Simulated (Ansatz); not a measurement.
# ClH2O: the cost of one run

Program: Ansatz 0.2.0, Gaussian basis. Level of theory: PBE0-D4/def2-SVP, unrestricted. These are calculated values, not measurements.

20 further runs of the same task are left out: 20 set aside as unsound or not needed.

### 1 The system as given

The first end: 4 atoms, charge 0, spin multiplicity 2.

Atoms are counted from 1 here; the program's logs count them from 0.

Bond lengths: H1–Cl2 1.293 Å, O3–H4 0.975 Å.

As a file:

```xyz
4
charge 0, multiplicity 2
H     0.6975   -0.3597   -0.0787
Cl    1.4650   -1.3291   -0.4576
O    -0.6354    0.9846    0.4061
H    -1.5271    0.7042    0.1302
```

The second end:

```
H     0.1900    0.4291    0.9122
Cl    0.9950   -1.2645   -0.9509
O    -0.1752    0.6564    0.0501
H    -1.0098    0.1791   -0.0114
```

### 2 The band at PBE0-D4/def2-SVP

File neb/in.yaml:

```yaml
crystal:
  periodic: [false, false, false]
  atoms:
    - {symbol: H, position_ang: [0.697476, -0.359727, -0.078726]}
    - {symbol: Cl, position_ang: [1.465007, -1.329140, -0.457610]}
    - {symbol: O, position_ang: [-0.635373, 0.984631, 0.406127]}
    - {symbol: H, position_ang: [-1.527111, 0.704237, 0.130209]}
basis:
  gaussian: {orbitals: def2-SVP}
magnetization: {spin_polarized: true, initial_magnetization: 1}
hamiltonian: {xc: pbe0, dispersion: d4}
neb:
  images: 5
  climbing: true
  max_iterations: 40
  initial_path: idpp
  final_atoms:
    - {symbol: H, position_ang: [0.189962, 0.429063, 0.912191]}
    - {symbol: Cl, position_ang: [0.995031, -1.264519, -0.950939]}
    - {symbol: O, position_ang: [-0.175189, 0.656390, 0.050101]}
    - {symbol: H, position_ang: [-1.009805, 0.179067, -0.011353]}
```

On the command line:

```sh
$ ansatz run in.yaml --threads 2 --pin off --events-out ev --progress --plain --max-ram 4352MiB
```

**Question.** How long does this run take on 2 threads of Intel Xeon Platinum 8488C, shared host?

About 57 s.
